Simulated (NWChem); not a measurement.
# UB3LYP-D3(0)/6-31+G(d) (Cartesian functions) run of SiHF2 (SMILES F[SiH]F)

Aim: the electrostatic solvation energy at fixed shape (COSMO-KS, cs2) of SiHF2 at UB3LYP-D3(0)/6-31+G* (Cartesian functions), from 2 runs. 

The results are computed with NWChem 7.3.0.

**1. The molecule**

The species is SiHF2 (4 atoms), meant as a doublet with charge 0. SMILES: `F[SiH]F`. The shape is that of a GFN2-xTB optimisation.

Bond lengths: F1–Si2 1.606 Å, Si2–F3 1.606 Å, Si2–H4 1.439 Å. Angles: F1–Si2–F3 100.4°, F1–Si2–H4 108.7°, F3–Si2–H4 108.6°.

**2. Energy and forces at UB3LYP-D3(0)/6-31+G(d) (Cartesian functions)**

Contents of m1.nw:

```
START m1
TITLE "F2HSi B3LYP"
memory 2200 mb

GEOMETRY units angstroms noautosym nocenter noautoz
  F      1.226950     0.652980    -0.410280
  Si    -0.028060    -0.342890    -0.301090
  F     -1.234200     0.716240    -0.252780
  H      0.035310    -1.026330     0.964150
END

BASIS cartesian
  * library 6-31+G*
END

DFT
  xc b3lyp
  mult 2
  disp vdw 3
  grid fine
  direct
  maxiter 200
  print low
END

TASK dft gradient
```

On the command line:

```console
$ nwchem m1.nw > m1.out
```

The log of the run:

```text
[...]
 d= 0,ls=0.0,diis     1   -489.7652132162 -5.99D+02  1.38D-02  1.97D-01     0.7
[...]
 d= 0,ls=0.0,diis     7   -489.8532213283 -2.67D-07  3.95D-06  7.46D-09     4.1
[...]
         Total DFT energy =     -489.853221328295
      One electron energy =     -897.892020006917
           Coulomb energy =      340.905266632622
    Exchange-Corr. energy =      -42.275502174376
 Nuclear repulsion energy =      109.410130975550
    Dispersion correction =       -0.001096755173
[...]
      <S2> =      0.7515 (Exact =     0.7500)
                         DFT ENERGY GRADIENTS
    atom               coordinates                        gradient
                 x          y          z           x          y          z
   1 F       2.318599   1.233953  -0.775317   -0.016227  -0.001422   0.001420
   2 Si     -0.053026  -0.647968  -0.568978    0.000986  -0.006888   0.017754
   3 F      -2.332300   1.353497  -0.477685    0.016157  -0.002234  -0.000651
   4 H       0.066726  -1.939482   1.821979   -0.000916   0.010543  -0.018524
 Task  times  cpu:        5.5s     wall:        5.5s
 Total times  cpu:        5.5s     wall:        5.5s
```

Run time: 6.3 s. Hardware: 1 thread of Intel Xeon 6975P-C (Granite Rapids), shared host; peak memory 0.2 GiB.

**3. Energy and gradient at UB3LYP-D3(0)/6-31+G(d) (Cartesian functions, COSMO-KS cs2)**

Contents of run.py:

```python
from ase import Atoms
from ase.calculators.nwchem import NWChem

mol = Atoms(['F', 'Si', 'F', 'H'], positions=[
    [1.226950, 0.652980, -0.410280],
    [-0.028060, -0.342890, -0.301090],
    [-1.234200, 0.716240, -0.252780],
    [0.035310, -1.026330, 0.964150],
])

calc = NWChem(
    label='input',
    theory='dft',
    memory='2200 mb',
    basis='6-31+G*',
    cosmo={'solvent': 'cs2', 'do_cosmo_ks': 'true'},
    dft={'xc': 'b3lyp', 'mult': '2', 'disp': 'vdw 3', 'grid': 'fine', 'direct': None, 'iterations': '200'},
)
mol.calc = calc

forces = mol.get_forces()
print(f"energy = {mol.get_potential_energy():.6f} eV")
print("forces (eV/A):")
for s, f in zip(mol.symbols, forces):
    print(f"{s:2s} {f[0]:10.5f} {f[1]:10.5f} {f[2]:10.5f}")
```

On the command line:

```console
$ export ASE_NWCHEM_COMMAND="nwchem PREFIX.nwi > PREFIX.nwo"
$ python run.py
```

The log of the run:

```text
energy = -13329.649709 eV
forces (eV/A):
F     0.91814    0.21572   -0.07199
Si   -0.05821    0.03507   -0.90133
F    -0.90621    0.26169    0.04479
H     0.04628   -0.51252    0.92853
```

The calculator wrote input.nwi:

```
title "input"

permanent_dir input

scratch_dir input

start input

geometry units angstrom nocenter noautosym noautoz
  F  1.2269500000000000e+00 6.5298000000000000e-01 -4.1027999999999998e-01
  Si -2.8060000000000002e-02 -3.4288999999999997e-01 -3.0109000000000002e-01
  F  -1.2342000000000000e+00 7.1623999999999999e-01 -2.5278000000000000e-01
  H  3.5310000000000001e-02 -1.0263300000000000e+00 9.6414999999999995e-01
end

memory 2200 mb

basis noprint
   * library 6-31+G*
end

cosmo
  solvent cs2
  do_cosmo_ks true
end
dft
  xc b3lyp
  mult 2
  disp vdw 3
  grid fine
  direct
  iterations 200
end

task dft gradient
```

input.nwo:

```text
Northwest Computational Chemistry Package (NWChem) 7.3.0
             --------------------------------------------------------

           Job information
           ---------------

    nwchem branch   = 7.3.0
    use scalapack   = T
    input           = input.nwi
    prefix          = input.
    data base       = input/input.db
    status          = startup
    nproc           =        1

           Memory information
           ------------------

    heap     =     72089596 doubles =      550.0 Mbytes
    stack    =     72089601 doubles =      550.0 Mbytes
    global   =    144179200 doubles =     1100.0 Mbytes (distinct from heap & stack)
    total    =    288358397 doubles =     2200.0 Mbytes
    verify   = yes
    hardfail = no

           Directory information
           ---------------------

  0 permanent = input
  0 scratch   = input

[... 139 lines left out ...]
          Convergence on density requested:  1.00D-05
[... 27 lines left out ...]
          Convergence aids based upon iterative change in
[... 39 lines left out ...]
 2-e energy   =     298.799919
[... 42 lines left out ...]
      One electron energy =     -897.968115712017
[... 6 lines left out ...]
             COSMO energy =        0.043733895360
[... 12 lines left out ...]
                    DFT Final Alpha Molecular Orbital Analysis
[... 967 lines left out ...]
          Convergence on gradient requested:  5.00D-04
[... 27 lines left out ...]
          total energy or number of iterations.
[... 18 lines left out ...]
                            NWChem DFT Gradient Module
                            --------------------------

                                       input

  charge          =   0.00
  wavefunction    = open shell

                         DFT ENERGY GRADIENTS

    atom               coordinates                        gradient
                 x          y          z           x          y          z
   1 F       2.318599   1.233953  -0.775317   -0.017855  -0.004195   0.001400
   2 Si     -0.053026  -0.647968  -0.568978    0.001132  -0.000682   0.017528
   3 F      -2.332300   1.353497  -0.477685    0.017623  -0.005089  -0.000871
   4 H       0.066726  -1.939482   1.821979   -0.000900   0.009967  -0.018057

                 ----------------------------------------
                 |  Time  |  1-e(secs)   |  2-e(secs)   |
                 ----------------------------------------
                 |  CPU   |       0.03   |       0.96   |
                 ----------------------------------------
                 |  WALL  |       0.03   |       0.96   |
                 ----------------------------------------

 Task  times  cpu:        9.3s     wall:        9.3s
 Total times  cpu:        9.3s     wall:        9.3s
```

Wall time 10 s (1 thread of Intel Xeon 6975P-C (Granite Rapids), shared host); peak memory 0.2 GiB.

**4. Results**

Level: UB3LYP-D3(0)/6-31+G* (Cartesian functions).

```
                                         quantity          value
                          gas phase: total energy  -489.85322 Eh
                     gas phase: dispersion energy   -2.88 kJ/mol
                                  gas phase: ⟨S²⟩          0.751
              gas phase: largest force on an atom     1.097 eV/Å
                      COSMO-KS, cs2: total energy  -489.85560 Eh
                     COSMO-KS, cs2: dipole moment         2.33 D
COSMO-KS, cs2: HOMO energy (highest over α and β)       -6.89 eV
 COSMO-KS, cs2: LUMO energy (lowest over α and β)       -3.48 eV
                 COSMO-KS, cs2: dispersion energy   -2.88 kJ/mol
        COSMO-KS, cs2: solvent term in the energy    -6.2 kJ/mol
                              COSMO-KS, cs2: ⟨S²⟩          0.751
          COSMO-KS, cs2: largest force on an atom     1.062 eV/Å
 energy change from gas to solvent at fixed shape      -0.065 eV
```

**Reading.** The solvent model (COSMO-KS, cs2) lowers the energy by 0.06 eV (−6.2 kJ/mol) at the same shape. It holds the electrostatic part alone, without cavity or dispersion terms. The largest force (COSMO-KS, cs2) is 1.06 eV/Å: the shape isn't a stationary point for this species at this level. The largest force (gas phase) is 1.10 eV/Å: the shape isn't a stationary point for this species at this level.
